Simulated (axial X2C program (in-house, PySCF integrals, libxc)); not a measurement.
# Excited states of SN⁺ by EOM-EE-CCSD

Calculated with an in-house all-electron X2C program for linear molecules (integrals from PySCF): two-component X2C with atomic mean-field Coulomb and Gaunt terms, Gaussian nuclei, basis S dyall-av3z, N dyall-av3z with contracted cores.

R = 1.430 Å (near the PBE0 minimum at charge 1 of the determinant lowest at the starting distance; the state shown can have its own minimum elsewhere).

Vertical excitation energies from the closed-shell determinant state of SN⁺:

```json
{"Ω": "1", "excitation (eV)": "4.218", "cm⁻¹": "34021", "hole of the leading pair": "44% N pπ, 43% S pπ", "particle of the leading pair": "40% N pπ, 34% S pπ, 13% S dπ", "weight of the pair (for Ω = 0 its time-reversed partner can hold as much again)": "0.50", "singles weight": "0.97"}
{"Ω": "0⁻", "excitation (eV)": "4.219", "cm⁻¹": "34026", "hole of the leading pair": "44% S pπ, 44% N pπ", "particle of the leading pair": "40% N pπ, 34% S pπ, 13% S dπ", "weight of the pair (for Ω = 0 its time-reversed partner can hold as much again)": "0.24", "singles weight": "0.97"}
{"Ω": "0⁺", "excitation (eV)": "4.606", "cm⁻¹": "37152", "hole of the leading pair": "55% N pσ, 18% S pσ, 16% N sσ", "particle of the leading pair": "40% N pπ, 33% S pπ, 14% S dπ", "weight of the pair (for Ω = 0 its time-reversed partner can hold as much again)": "0.47", "singles weight": "0.94"}
{"Ω": "0⁻", "excitation (eV)": "4.607", "cm⁻¹": "37155", "hole of the leading pair": "55% N pσ, 18% S pσ, 16% N sσ", "particle of the leading pair": "40% N pπ, 33% S pπ, 14% S dπ", "weight of the pair (for Ω = 0 its time-reversed partner can hold as much again)": "0.47", "singles weight": "0.94"}
{"Ω": "1", "excitation (eV)": "4.627", "cm⁻¹": "37320", "hole of the leading pair": "55% N pσ, 18% S pσ, 16% N sσ", "particle of the leading pair": "40% N pπ, 33% S pπ, 14% S dπ", "weight of the pair (for Ω = 0 its time-reversed partner can hold as much again)": "0.48", "singles weight": "0.94"}
{"Ω": "2", "excitation (eV)": "4.648", "cm⁻¹": "37489", "hole of the leading pair": "55% N pσ, 18% S pσ, 16% N sσ", "particle of the leading pair": "39% N pπ, 34% S pπ, 14% S dπ", "weight of the pair (for Ω = 0 its time-reversed partner can hold as much again)": "0.93", "singles weight": "0.94"}
{"Ω": "1", "excitation (eV)": "5.325", "cm⁻¹": "42947", "hole of the leading pair": "44% S pπ, 44% N pπ", "particle of the leading pair": "39% N pπ, 33% S pπ, 15% S dπ", "weight of the pair (for Ω = 0 its time-reversed partner can hold as much again)": "0.96", "singles weight": "0.96"}
{"Ω": "2", "excitation (eV)": "5.325", "cm⁻¹": "42949", "hole of the leading pair": "44% N pπ, 43% S pπ", "particle of the leading pair": "39% N pπ, 33% S pπ, 15% S dπ", "weight of the pair (for Ω = 0 its time-reversed partner can hold as much again)": "0.50", "singles weight": "0.96"}
{"Ω": "3", "excitation (eV)": "5.327", "cm⁻¹": "42963", "hole of the leading pair": "44% N pπ, 43% S pπ", "particle of the leading pair": "38% N pπ, 34% S pπ, 14% S dπ", "weight of the pair (for Ω = 0 its time-reversed partner can hold as much again)": "0.96", "singles weight": "0.96"}
```

This point took 32 s on 1 thread of Arm Neoverse N1, with other jobs on the host.

Reference electrons by ω block (each with its −ω partner): 1/2: 9, 3/2: 2. 10 electrons of SN⁺ correlated (inner shells frozen), 88 natural virtual spinors (a truncated set); levels can be off by some tenths of an eV. Roots sought by Ω: (0: 5, 1: 4, 2: 3, 3: 1); rows need 60 % singles weight and stop where some Ω has no more roots. Missing are any skipped roots, higher Ω and states of a further excitation; these come out far too high here and may in truth be low or lowest. T1 of the reference 0.019 (Lee–Taylor). Number of frozen shells: S 2 s, 1 p; N 1 s.
